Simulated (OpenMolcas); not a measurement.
# BSiH3 (SMILES B[SiH]): a first try and a second

Aim: energy and forces of BSiH3 at UM06-2X/pcseg-0 (RICD fitting).

The results are computed with OpenMolcas 26.06.

4 further runs of the same task are left out: 4 set aside as unsound or not needed.

### 1 The system as given

BSiH3: 5 atoms, total charge 0, spin state triplet. As SMILES, `B[SiH]`. The coordinates come from a GFN2-xTB relaxation.

Bond lengths: B1–Si2 1.878 Å, B1–H3 1.179 Å, B1–H4 1.176 Å, Si2–H5 1.476 Å. Angles: B1–Si2–H5 134.9°, Si2–B1–H3 120.6°, Si2–B1–H4 121.0°, H3–B1–H4 118.4°.

### 2 The input as first written

job.input reads:

```
>>> EXPORT MOLCAS_PRINT=2

&GATEWAY
 BasLib
 $CurrDir
 Coord
 5
 angstrom
 B       -0.206730      -0.708170       0.126670
 Si       0.760780       0.829450      -0.350440
 H       -1.303690      -0.620750       0.549520
 H        0.263590      -1.779740       0.010050
 H        0.486040       2.279200      -0.335800
 Basis
 pcseg-0
 Group
 NoSym
 RICD
 aCD

&SEWARD

&SCF
 UHF
 Spin
 3
 KSDFT
 HYB_GGA_XC_CAM_B3LYP
 PrOrbitals
 1 1

&ALASKA
```

On the command line:

```sh
$ export MOLCAS_MEM=1860
$ pymolcas job.input > job.log
```

The program printed:

```text
--- Start Module: gateway ---

                                              &GATEWAY

                       available to each process: 1.9 GB of memory, 1 thread

 Basis Set     1 Label: B.PCSEG-0
 Basis set is read from library:.
 basistype.tbl is not found

 Basis Set     2 Label: SI.PCSEG-0
 Basis set is read from library:.
 basistype.tbl is not found

 Basis Set     3 Label: H.PCSEG-0
 Basis set is read from library:.
 basistype.tbl is not found

++    Symmetry information:
      ---------------------

                    Character Table for C1

                             E
                    a        1  x, y, xy, Rz, z, xz, Ry, yz, Rx, I
--

++    Basis set information:
      ----------------------

      Basis set label: B.PCSEG-0.........

[... 99 lines left out ...]
                   Integrals are discarded if absolute value <: 1.00E-14
                   Integral cutoff threshold is set to       <: 1.00E-16

            Nuclear Potential Energy             36.16053771 au

      Basis set specifications :
      Symmetry species         a
      Basis functions           28

--- Stop Module: seward /rc=_RC_ALL_IS_WELL_ ---

--- Start Module: scf ---

                                                &SCF

                       available to each process: 1.9 GB of memory, 1 thread

 ###############################################################################
 ###############################################################################
 ###    ERROR:  Find_Functional: Range separation is not supported!          ###
 ###############################################################################
          Functional=HYB_GGA_XC_CAM_B3LYP
--- Stop Module: scf /rc=_RC_INPUT_ERROR_ ---

.####################.
.# User input error #.
.####################.

    Timing: Wall=0.72 User=0.58 System=0.13
```

Wall time 0.93 s (1 thread of Arm Neoverse V2, shared host).

### 3 Reading the log

The program broke off before the end.

The log says `ERROR:  Find_Functional: Range separation is not supported`. The fault: functional not served. To mend it: functional M06-2X in place of CAM-B3LYP.

### 4 Try two

job.input reads:

```
* BH3Si Kohn-Sham DFT
>>> EXPORT MOLCAS_PRINT=2

&GATEWAY
  BASLIB
  $CurrDir
  COORD
  5
  angstrom
  B       -0.206730      -0.708170       0.126670
  Si       0.760780       0.829450      -0.350440
  H       -1.303690      -0.620750       0.549520
  H        0.263590      -1.779740       0.010050
  H        0.486040       2.279200      -0.335800
  BASIS
  pcseg-0
  GROUP
  NoSym
  RICD
  ACD

&SEWARD

&SCF
  UHF
  SPIN
  3
  KSDFT
  M062X
  PRORBITALS
  1 1

&ALASKA
```

The basis set pcseg-0 is read from a file made from the Basis Set Exchange's data (not shown).

On the command line:

```sh
$ export MOLCAS_MEM=1860
$ pymolcas job.input > job.log
```

The program printed:

```text
--- Start Module: gateway ---
[...]
--- Stop Module: gateway /rc=_RC_ALL_IS_WELL_ ---
[...]
      Basis functions           28
[...]
--- Start Module: scf ---
[...]
       Convergence after  15 Iterations
[...]
::    Total KS-DFT energy                            -315.5805952018
[...]
      Total spin, S                                     1.0007093241
[...]
      Total electronic charge=   22.000000
      Total            charge=   -0.000000
[...]
      Dipole Moment (debye):
      Origin of the operator (angstrom)=    0.4392    0.3639   -0.1948
                   X=  2.1400E-01               Y=  8.3048E-01               Z= -1.3639E-01           Total=  8.6839E-01
      Quadrupole Moment (debye*angstrom):
[...]
--- Stop Module: scf /rc=_RC_ALL_IS_WELL_ ---
[...]
--- Start Module: alaska ---
[...]
 *              Molecular gradients               *
 **************************************************
  Irreducible representation: a
 ------------------------------------------------------------------------------------------
                              X                       Y                       Z
 ------------------------------------------------------------------------------------------
  B1                1.45192607771816E-02    1.33899279974097E-02   -6.38105604995998E-03
  SI2               4.00125966122378E-03   -2.74800241707149E-02    1.74432102039601E-04
  H3               -2.75227542707737E-02    2.26970109271792E-03    1.05649290535560E-02
  H4                1.08866177896305E-02   -2.94257293701889E-02   -2.44996584295351E-03
  H5               -1.88438395725807E-03    4.12461244507796E-02   -1.90833926268014E-03
 ------------------------------------------------------------------------------------------
--- Stop Module: alaska /rc=_RC_ALL_IS_WELL_ ---
[...]
```

It took 4.5 s on 1 thread of Arm Neoverse V2, shared host.

### 5 Results

Level: UM06-2X/pcseg-0 (RICD fitting).

| quantity | value |
| --- | --- |
| total energy | -315.58060 Eh |
| dipole moment | 0.87 D |
| HOMO energy (highest over α and β) | -7.40 eV |
| LUMO energy (lowest over α and β) | -2.87 eV |
| ⟨S²⟩ | 2.002 |

In words: This program's gradients are faulty for this kind of reference, so any forces in the log can't be trusted; the energy can.
